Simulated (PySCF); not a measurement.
# Ionising HCl

r²SCAN; PySCF, no relativity, basis sets H aug-pcseg-1, Cl aug-pcseg-1. Neutral (UKS): singlet (closed shell), Re = 1.291 Å, ωe = 2966 cm⁻¹, De = 4.55 eV, HOMO -8.40 eV, LUMO -0.56 eV.

HCl⁺ (UKS): doublet (π ↑), Re = 1.334 Å, ωe = 2651 cm⁻¹, De = 4.86 eV to H + Cl⁺. The energies at the minima are -460.75211 hartree for HCl and -460.28404 for HCl⁺.

Task: Work out the adiabatic ionisation energy, without and with harmonic zero-point energies (1 hartree = 27.2114 eV, 1 eV = 8065.5 cm⁻¹), and the change of the bond length.

Result: At r²SCAN: 0.46807 hartree = 12.737 eV between the minima; the zero-point term (2651.0 − 2966.0)/2 cm⁻¹ = -0.020 eV makes it 12.717 eV. Re changes by +4.3 pm against the neutral. Minus the HOMO energy is 8.40 eV, -4.34 eV from the value between the minima; self-interaction puts the Kohn–Sham level too high, less so with exact exchange. The electron leaves a π orbital, which is non-bonding in a hydride.

For an ion De counts to the pair picked by the measured ionisation energies or electron affinities, which need not be the lowest pair at this level. States were picked by a PBE0 search and need not be the measured ground states.
